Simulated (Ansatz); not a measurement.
Two structures, one formula

Two relaxed structures of AlSiNH3 (charge -1), closed shell (PBE0-D4/def2-TZVPD; forces vanish, vibrations not checked).

A:

```xyz
6
angstrom
N 0.3492 0.0347 0.1098
Al -0.5085 1.1968 -1.0002
Si -0.8375 0.3804 1.3670
H 1.1419 -0.5883 0.1373
H -0.1219 0.8161 2.6418
H -1.4616 -0.9230 1.8557
```

B:

| atom | x (Å) | y (Å) | z (Å) |
| --- | --- | --- | --- |
| N1 | 0.3187 | -0.1220 | 0.1544 |
| Al2 | 0.1249 | 1.3236 | -1.0176 |
| Si3 | -1.1596 | 0.4076 | 0.8407 |
| H4 | 0.8882 | -0.9106 | 0.4262 |
| H5 | -0.1384 | 0.9465 | -2.5805 |
| H6 | 1.2214 | 2.5190 | -0.8657 |

Computed with Ansatz 0.2.0 (basis: def2-TZVPPD); correlated methods freeze the cores. B3LYP uses VWN-RPA correlation.

(1) Which structure is lower at CCSD(T), and by how much? (An estimate is asked for; the value comes from the calculation.)

T1 diagnostic: at most 0.020. The restricted Hartree–Fock reference is unstable towards an unrestricted one at one or more of these structures.

Results:

(1) By the calculation: A, by 7.23 kcal/mol (electronic energy, against the other). By their contacts, A is AlSiNH₃ ([NH]1[Al][SiH2]1), total charge -1 and B is AlSiNH₃ ([NH]1[AlH2][Si]1), total charge -1.

All methods give the same order:

```
   method  E(B) − E(A) (kcal/mol)
   PBE-D4                    8.63
r2SCAN-D4                    7.82
  PBE0-D4                    9.09
 B3LYP-D4                    7.67
  wB97M-V                    7.84
       HF                    7.55
      MP2                    7.61
     CCSD                    7.46
  CCSD(T)                    7.23
```

Labels in which every atom is bracketed show which atoms are joined, not bond orders.

For scale, one of the runs: CCSD(T)/def2-TZVPPD, 184 basis functions, launched by `ansatz run in.yaml --threads 2 --pin off --events-out ev --progress --plain --max-ram 4352MiB`. The run took 7.5 s on 2 CPU threads of an AMD EPYC 9R45 (shared host), with 1.7 GiB of host memory at its peak.
